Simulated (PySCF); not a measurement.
# OF: a base run and its variants

Base input, run as `OMP_NUM_THREADS=1 python input.py` with PySCF 2.14:

```python
from pyscf import gto, scf, cc

mol = gto.M(
    atom='O 0 0 0; F 0 0 1.094',
    basis='6-311g**',
    charge=0,
    spin=1,
    verbose=3,
)
mf = scf.UHF(mol)
mf = mf.density_fit(auxbasis='def2-universal-jkfit')
mf.kernel()
mycc = cc.CCSD(mf, frozen=2)
mycc.kernel()
mf.dip_moment()
print('orbital energies (hartree):', [e[max(0, n-3):n+3].round(4) for e, n in zip(mf.mo_energy, mol.nelec)])
```

Base result: E(SCF) = -174.102222 Eh, E(CCSD) − E(SCF) = -0.36610 Eh, ⟨S²⟩ = 0.757, μz(SCF) = 0.45 D. The bond length is a typed value, not an optimised one. No search for the lowest solution was made.

Run time: 1.8 s on 1 thread of Intel Xeon 6975P-C (shared host), peak memory 0.12 GiB.

Each row names what differs from the base; energies in brackets are changes from the base.

| change | result | wall time (s) |
| --- | --- | --- |
| smearing width (hartree): none → 0.2; step after the SCF: ccsd → none [unsound on purpose] [smearing does not keep the typed spin] | E(SCF) = -173.640506 Eh (+12.5639 eV), μz(SCF) = 1.03 D | 0.5 |
| charge: 0 → 1; spin (2S): 1 → 0 [another spin of the ion may lie lower] | E(SCF) = -173.606666 Eh (+13.4848 eV), E(CCSD) − E(SCF) = -0.38939 Eh | 2.6 |
| frozen orbitals: 2 → 17 [unsound on purpose] | stops with ValueError (negative dimensions are not allowed) after the SCF | 0.52 |
| level shift (hartree): none → 0.1 | E(SCF) = -174.102222 Eh (+0.0000 eV), E(CCSD) − E(SCF) = -0.36610 Eh, ⟨S²⟩ = 0.757, μz(SCF) = 0.45 D | 1.7 |
| basis set: 6-311g** → jorge-dzp | E(SCF) = -174.092987 Eh (+0.2513 eV), E(CCSD) − E(SCF) = -0.32374 Eh, ⟨S²⟩ = 0.758, μz(SCF) = 0.46 D | 1.5 |
| Cartesian functions: off → on | E(SCF) = -174.103265 Eh (-0.0284 eV), E(CCSD) − E(SCF) = -0.37497 Eh, ⟨S²⟩ = 0.757, μz(SCF) = 0.46 D | 1.8 |
| PCM solvent, dielectric constant: none → 2.27; step after the SCF: ccsd → analyze | E(SCF) = -174.102801 Eh (-0.0157 eV), ⟨S²⟩ = 0.757, μz(SCF) = 0.48 D | 1.1 |
| point-group symmetry: off → on | not converged: SCF | 1.9 |
| geometry: bond 1.094 → bond 1.225 | E(SCF) = -174.163519 Eh (-1.6680 eV), E(CCSD) − E(SCF) = -0.37401 Eh, ⟨S²⟩ = 0.757, μz(SCF) = -0.08 D | 1.9 |
| basis set: 6-311g** → cc-pvtz-dk; spin-free X2C: off → on | E(SCF) = -174.261928 Eh, E(CCSD) − E(SCF) = -0.44814 Eh, ⟨S²⟩ = 0.759, μz(SCF) = 0.51 D | 5.1 |
| basis set: 6-311g** → def2-svp | E(SCF) = -173.909704 Eh (+5.2387 eV), E(CCSD) − E(SCF) = -0.33568 Eh, ⟨S²⟩ = 0.757, μz(SCF) = 0.46 D | 1.2 |
| basis set: 6-311g** → cc-pvtz | E(SCF) = -174.123351 Eh (-0.5749 eV), E(CCSD) − E(SCF) = -0.44780 Eh, ⟨S²⟩ = 0.759, μz(SCF) = 0.51 D | 5.2 |
| basis set: 6-311g** → aug-cc-pvdz | E(SCF) = -174.077791 Eh (+0.6648 eV), E(CCSD) − E(SCF) = -0.36222 Eh, ⟨S²⟩ = 0.759, μz(SCF) = 0.50 D | 2.8 |
| basis set: 6-311g** → def2-svpd | E(SCF) = -173.918859 Eh (+4.9896 eV), E(CCSD) − E(SCF) = -0.34969 Eh, ⟨S²⟩ = 0.759, μz(SCF) = 0.54 D | 2.8 |
| geometry: bond 1.094 → bond 2.188 | E(SCF) = -173.996272 Eh (+2.8830 eV), E(CCSD) − E(SCF) = -0.49082 Eh, ⟨S²⟩ = 0.755, μz(SCF) = -2.27 D | 3.9 |
| geometry: bond 1.094 → bond 1.127 | E(SCF) = -174.125777 Eh (-0.6410 eV), E(CCSD) − E(SCF) = -0.36812 Eh, ⟨S²⟩ = 0.757, μz(SCF) = 0.31 D | 1.7 |
| length unit: angstrom → bohr [unsound on purpose] | E(SCF) = -169.853951 Eh (+115.6013 eV), E(CCSD) − E(SCF) = -0.33271 Eh, ⟨S²⟩ = 0.751, μz(SCF) = 2.81 D | 1.7 |
| spin (2S): 1 → 5 [a high spin state] | E(SCF) = -172.678450 Eh (+38.7428 eV), E(CCSD) − E(SCF) = -0.30859 Eh, ⟨S²⟩ = 8.772, μz(SCF) = 2.56 D | 3.1 |
| frozen orbitals: 2 → 8 [unsound on purpose] | stops with ValueError (All chunk dimensions must be positive (all chunk dimensions must be positive)) after the SCF | 0.45 |
| frozen orbitals: 2 → 0 | E(SCF) = -174.102222 Eh (+0.0000 eV), E(CCSD) − E(SCF) = -0.40280 Eh, ⟨S²⟩ = 0.757, μz(SCF) = 0.45 D | 2 |
| geometry: bond 1.094 → bond 0.3 [unsound on purpose] | E(SCF) = -144.656191 Eh, E(CCSD) − E(SCF) = -0.25575 Eh, ⟨S²⟩ = 0.752, μz(SCF) = 3.44 D | 5.4 |
| geometry: bond 1.094 → bond 0.1 [unsound on purpose] | E(SCF) = 37.384241 Eh, E(CCSD) − E(SCF) = -0.20811 Eh, ⟨S²⟩ = 0.755, μz(SCF) = -0.04 D | 1.5 |

Problem. Order these changes by how far they move the SCF energy from the base, largest first: (1) Cartesian functions: off → on; (2) geometry: bond 1.094 → bond 1.127; (3) geometry: bond 1.094 → bond 1.225; (4) geometry: bond 1.094 → bond 2.188.

Solution. (4) +2.8830 eV, (3) -1.6680 eV, (2) -0.6410 eV, (1) -0.0284 eV.
